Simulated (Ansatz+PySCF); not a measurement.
Two shapes of doublet N2H.

Shape 1:

```xyz
3

N     0.0000    0.0000    0.0000
N     1.1782    0.0000    0.0000
H     1.6450    0.9366    0.0000
```

Shape 2:

```xyz
3

N     0.0030    0.0060    0.0000
N     1.1812    0.0060    0.0000
H     1.6390    0.9247    0.0000
```

Basis set: cc-pVTZ (spherical functions). Correlated methods keep 2 orbitals frozen. Correlation on ROHF uses semicanonical orbitals with singles. Charge 0, multiplicity 2.

Computed with Ansatz (development build ahead of 0.2.0) and PySCF 2.14.0; each method stands on the lowest determinant of its kind that the runs found.

(1) Which shape is lower in energy, and by how much in each method?

Answers

(1)

```csv
method,E(2) − E(1) (eV)
ROHF,-0.014
ROHF-MP2,0.008
UHF-MP2,0.003
UHF-CCSD,0.006
ROHF-CCSD(T),0.010
```

The methods disagree on the order. Caution for ROHF-MP2, UHF-MP2: forces differ strongly between restricted and unrestricted references. Caution for UHF-MP2, UHF-CCSD: the unrestricted determinant is spin contaminated.
